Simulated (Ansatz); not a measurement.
A run of Ansatz (development build ahead of 0.2.0) on singlet ClF at this shape:

```xyz
2

Cl    0.0000    0.0000   -0.5234
F     0.0000    0.0000    0.9886
```

Its results:

```yaml
Converged: yes
Total_energy: -558.89781 hartree
Spin_squared_of_the_determinant: 0.000
```

(1) Which input gives this output? Name the method, the orbitals and the basis set, and write the input.

Answers

(1) RHF in def2-TZVP. An unrestricted run that stays on the closed shell gives the same numbers.

```yaml
crystal:
  periodic: [false, false, false]
  atoms:
    - { symbol: Cl, position_ang: [0.0, 0.0, -0.52338] }
    - { symbol: F, position_ang: [0.0, 0.0, 0.98861] }
basis:
  gaussian: { orbitals: def2-TZVP }
hamiltonian:
  xc: hf
```
